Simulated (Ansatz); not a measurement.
## C₄H₇NO, SMILES CC(C=N)C=O: a single point from an input written key by key, step by step

Computed with the Ansatz DFT code, driven from Python.

The cells in order, each with its output:

```python
import ansatz as az
import numpy as np

DECK = """
crystal:
  periodic: [false, false, false]
  atoms:
    - { symbol: C, position_ang: [-0.9221, -0.7416, 0.9124] }
    - { symbol: C, position_ang: [0.1393, 0.2008, 0.3625] }
    - { symbol: C, position_ang: [0.7613, -0.4063, -0.864] }
    - { symbol: "N", position_ang: [2.0431, -0.4927, -0.9874] }
    - { symbol: C, position_ang: [-0.4242, 1.5625, 0.0371] }
    - { symbol: O, position_ang: [-1.6213, 1.8315, 0.0116] }
    - { symbol: H, position_ang: [-1.7197, -0.9193, 0.1818] }
    - { symbol: H, position_ang: [-1.384, -0.3273, 1.815] }
    - { symbol: H, position_ang: [-0.4859, -1.7137, 1.167] }
    - { symbol: H, position_ang: [0.9138, 0.3506, 1.1238] }
    - { symbol: H, position_ang: [0.0898, -0.753, -1.6691] }
    - { symbol: H, position_ang: [2.2823, -0.9271, -1.8882] }
    - { symbol: H, position_ang: [0.3275, 2.3355, -0.2023] }
basis:
  gaussian: { orbitals: def2-SVP }
hamiltonian:
  xc: pbe
output:
  forces: true
"""
```

```python
session = az.Session.from_yaml(DECK)
data = session.plan(threads=1).execute().report
```

```python
print("reference energy %16.6f eV" % data["reference_energy_ev"])
print("total energy     %16.6f eV" % data["free_energy_ev"])
print("occupied orbitals outside the frozen core (up, down):", data["n_occupied"], " frozen:", data["n_frozen"], " virtual:", data["n_virtual"])
symbols = ["C", "C", "C", "N", "C", "O", "H", "H", "H", "H", "H", "H", "H"]
field = data["mean_field"]
print("<S^2> =", round(abs(field["state"]["spin_squared"]), 4), " all-electron relativity setting:", field["relativity"])
print("passes:", field["passes"])
if "symmetry" in field:
    print("occupied orbitals by irrep:", field["symmetry"]["occupied"])
```

    reference energy     -7782.880859 eV
    total energy         -7782.880859 eV
    occupied orbitals outside the frozen core (up, down): [23, 23]  frozen: 0  virtual: [96, 96]
    <S^2> = 0.0  all-electron relativity setting: none
    passes: {'evaluations': 17, 'products': 12}
    occupied orbitals by irrep: [{'A': 23}, {'A': 23}]

```python
print("forces (eV/A)")
for symbol, f in zip(symbols, data["forces_ev_ang"]):
    print(f"  {symbol:2s} {f[0]:9.4f} {f[1]:9.4f} {f[2]:9.4f}")
charges = data["charge_distribution"]
dipole = np.array(charges["dipole_moment_e_ang"]) * 4.803205
print("dipole (D): {:.3f} {:.3f} {:.3f}, length {:.3f}".format(*dipole, np.linalg.norm(dipole)))
print("atom  Mulliken   Lowdin")
for symbol, m, l in zip(symbols, charges["mulliken_charges_e"], charges["lowdin_charges_e"]):
    print(f"{symbol:4s} {m:9.3f} {l:8.3f}")
```

    forces (eV/A)
      C    -0.0945   -0.0130    0.0078
      C    -0.6497   -0.5819    0.0362
      C     1.6243    0.1591   -0.2336
      N    -0.5303    0.2181    0.4328
      C    -1.5607    0.2091   -0.0932
      O     0.8680   -0.2350    0.0706
      H    -0.3246    0.0124   -0.2516
      H    -0.2191    0.1689    0.3097
      H     0.2105   -0.3457    0.1193
      H     0.6280    0.1128    0.0819
      H    -0.5447   -0.0497   -0.0518
      H     0.0250   -0.1433   -0.2624
      H     0.5677    0.4882   -0.1658
    dipole (D): 0.648 -1.348 -0.675, length 1.641
    atom  Mulliken   Lowdin
    C        0.002    0.048
    C       -0.051   -0.151
    C       -0.075   -0.056
    N       -0.110    0.091
    C        0.123   -0.035
    O       -0.170    0.078
    H        0.037    0.006
    H        0.037    0.011
    H        0.032    0.008
    H        0.039    0.029
    H        0.021   -0.001
    H        0.104   -0.008
    H        0.011   -0.020

Total energies depend on the basis set; only differences at equal settings carry meaning. The geometry is a force-field or estimated start, not a minimum of this method, and the basis set is short of its limit. The Löwdin charges here are taken after orthogonalising the functions within each atom; they differ from plain Löwdin charges, and their signs can be unphysical. The whole script took 4.3 s on 1 thread of Intel(R) Xeon(R) Platinum 8259CL CPU @ 2.50GHz (Skylake/Cascade Lake), with other jobs on the host, peak memory 0.21 GiB.
